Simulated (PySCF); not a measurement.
**CH2F (SMILES [CH2]F) at USVWN5/STO-3G**

Aim: the vertical doublet–quartet gap of CH2F at USVWN5/STO-3G, from 2 runs. 

The calculation is run with PySCF 2.14.0.

11 further runs of the same task are left out: 3 that didn't finish, 8 set aside as unsound or not needed.

**1. Starting point**

CH2F: 4 atoms, total charge 0, spin state doublet. SMILES: `[CH2]F`. The coordinates come from a PBE0-D4/def2-TZVP relaxation.

Bond lengths: C1–F2 1.331 Å, C1–H3 1.082 Å, C1–H4 1.082 Å. Angles: F2–C1–H3 115.1°, F2–C1–H4 115.1°, H3–C1–H4 124.6°.

**2. A single-point energy at USVWN5/STO-3G**

run.py reads:

```python
# [CH2]F
from pyscf import gto, dft

mol = gto.Mole()
mol.atom = [
    ('C', (-0.030100, -0.057600, -0.131100)),
    ('F', (0.950000, 0.694000, 0.364600)),
    ('H', (-0.946900, 0.472300, -0.352500)),
    ('H', (0.027000, -1.108700, 0.119000)),
]
mol.verbose = 3
mol.charge = 0
mol.basis = 'sto-3g'
mol.max_memory = 1860
mol.spin = 1
mol.build()

ks = dft.UKS(mol)
ks.xc = 'svwn'
ks.grids.level = 5
ks.conv_tol = 1e-10
ks.kernel()
if not ks.converged:
    ks = ks.newton().run(ks.mo_coeff, ks.mo_occ)

e_tot = ks.e_tot
print('Final energy', e_tot)
```

Command:

```
OMP_NUM_THREADS=1 python run.py
```

What it wrote:

```text
converged SCF energy = -136.096814670278  <S^2> = 0.75131071  2S+1 = 2.0013103
Final energy -136.09681467027826
```

Wall time 1.9 s (1 thread of Arm Neoverse V1, shared host); peak memory 0.13 GiB.

**3. The quartet at the same level**

input.py reads:

```python
from pyscf import gto, dft

mol = gto.M(
    atom='''
C     -0.056881    -0.108848    -0.247743
F      1.795240     1.311470     0.688994
H     -1.789382     0.892518    -0.666128
H      0.051023    -2.095139     0.224877
''',
    basis='sto-3g',
    spin=3,
    unit='bohr',
    verbose=4,
    charge=0,
    max_memory=1860,
)

myscf = dft.UKS(mol, xc='svwn')
myscf.conv_tol = 1e-10
myscf.grids.level = 5
myscf.kernel()
if not myscf.converged:
    myscf = myscf.newton().run(myscf.mo_coeff, myscf.mo_occ)

e_final = myscf.e_tot
print(f'total energy: {e_final:.8f} hartree')
```

Command:

```
OMP_NUM_THREADS=1 python input.py
```

What it wrote:

```text
PySCF version 2.14.0

[INPUT] num. atoms = 4
[INPUT] num. electrons = 17
[INPUT] charge = 0
[INPUT] spin (= nelec alpha-beta = 2S) = 3
[INPUT] symmetry False subgroup None
[INPUT] Mole.unit = bohr
[INPUT] Symbol           X                Y                Z      unit          X                Y                Z       unit  Magmom
[INPUT]  1 C     -0.030100128934  -0.057599881054  -0.131099949765 AA   -0.056881000000  -0.108848000000  -0.247743000000 Bohr   0.0
[INPUT]  2 F      0.950000096132   0.694000036805   0.364599923261 AA    1.795240000000   1.311470000000   0.688994000000 Bohr   0.0
[INPUT]  3 H     -0.946900176030   0.472300185936  -0.352499757156 AA   -1.789382000000   0.892518000000  -0.666128000000 Bohr   0.0
[INPUT]  4 H      0.027000208833  -1.108699812510   0.118999783660 AA    0.051023000000  -2.095139000000   0.224877000000 Bohr   0.0

[... 43 lines left out ...]
[... the frontier-level lines of each cycle are left out ...]
[... 5 lines left out ...]
[... 5 lines left out ...]
[... 5 lines left out ...]
[... 5 lines left out ...]
[... 5 lines left out ...]
[... 5 lines left out ...]
[... 5 lines left out ...]

cycle= 8 E= -135.626913949626  delta_E= -4.96e-09  |g|= 1.3e-05  |ddm|= 0.000193


cycle= 9 E= -135.62691394984  delta_E= -2.15e-10  |g|= 3.26e-06  |ddm|= 7.34e-05


cycle= 10 E= -135.626913949854  delta_E= -1.39e-11  |g|= 5.16e-07  |ddm|= 1.62e-05


Extra cycle  E= -135.626913949853  delta_E= 9.09e-13  |g|= 1.05e-06  |ddm|= 6.07e-06
converged SCF energy = -135.626913949853  <S^2> = 3.7507254  2S+1 = 4.0003627
total energy: -135.62691395 hartree
```

It took 1.8 s on 1 thread of Arm Neoverse V1, shared host; peak memory 0.13 GiB.

**4. Summary of results**

Level: USVWN5/STO-3G.

| quantity | value |
| --- | --- |
| doublet: total energy | -136.09681 Eh |
| doublet: dipole moment | 0.36 D |
| doublet: HOMO energy (highest over α and β) | -0.84 eV |
| doublet: LUMO energy (lowest over α and β) | 1.00 eV |
| doublet: ⟨S²⟩ | 0.751 |
| quartet: total energy | -135.62691 Eh |
| quartet: dipole moment | 0.67 D |
| quartet: ⟨S²⟩ | 3.751 |
| vertical energy of the quartet above the doublet | 12.787 eV |

**Reading.** At this shape the quartet lies 12.79 eV (1234 kJ/mol) above the doublet. In a minimal basis such a difference can be off by several eV, whatever the method. Mulliken charges (doublet) run from -0.15 on C1 to +0.08 on H3. Mulliken charges (quartet) run from -0.37 on C1 to +0.20 on F2; they depend strongly on the basis.
